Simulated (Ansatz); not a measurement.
Geometry optimisation, RKS PBE-D4/def2-SVP in Ansatz 0.2.0.

Input file:

```yaml
crystal:
  periodic: [false, false, false]
  atoms:
    - { symbol: Si, position_ang: [0.338263, -0.048977, -0.009241] }
    - { symbol: Cl, position_ang: [1.010973, 0.094701, 1.988965] }
    - { symbol: H, position_ang: [1.543102, 0.132028, -0.88628] }
    - { symbol: H, position_ang: [-0.644294, 1.04446, -0.302531] }
    - { symbol: H, position_ang: [-0.263266, -1.398467, -0.247124] }
    - { symbol: Si, position_ang: [-2.858554, 0.034444, 1.234211] }
    - { symbol: H, position_ang: [-2.876746, -0.821868, -0.001156] }
    - { symbol: H, position_ang: [-3.966662, -0.411849, 2.150281] }
    - { symbol: H, position_ang: [-3.090811, 1.467472, 0.844283] }
    - { symbol: H, position_ang: [-1.558405, -0.091945, 1.922893] }
basis:
  gaussian: { orbitals: def2-SVP }
hamiltonian:
  xc: pbe
  dispersion: d4
relax:
  f_tol: 0.03
  max_steps: 50
output:
  orbitals: {}
```

Run as:

```bash
$ ansatz run input.yaml --threads 2 --pin off --max-ram 3072MiB --backend cpu --events-out ev --progress --plain --runs-dir out
```

Where does it end, and by what steps?

The forces met the threshold. After 5 steps the energy has fallen by 0.129 eV; H10 moved furthest, 0.32 Å.

```
step  energy less start (eV)  largest force component (eV/Å)  accepted
   0                  0.0000                           0.749       yes
   1                 -0.1100                           0.168       yes
   2                 -0.1237                           0.189       yes
   3                 -0.1281                           0.054       yes
   4                 -0.1284                           0.032       yes
   5                 -0.1286                           0.003       yes
```

```xyz
10
Properties=species:S:1:pos:R:3
Si 0.618 -0.047 -0.097
Cl 1.300 0.097 1.865
H 1.783 0.134 -1.025
H -0.400 1.029 -0.342
H 0.001 -1.397 -0.305
Si -3.134 0.037 1.322
H -3.103 -0.823 0.089
H -4.277 -0.390 2.198
H -3.315 1.474 0.920
H -1.839 -0.114 2.069
```

Whether the end is a true minimum wasn't checked by a vibrational analysis.

The run took 9.6 s on 2 threads of Arm Neoverse V1 (shared host), peak memory 0.12 GiB.
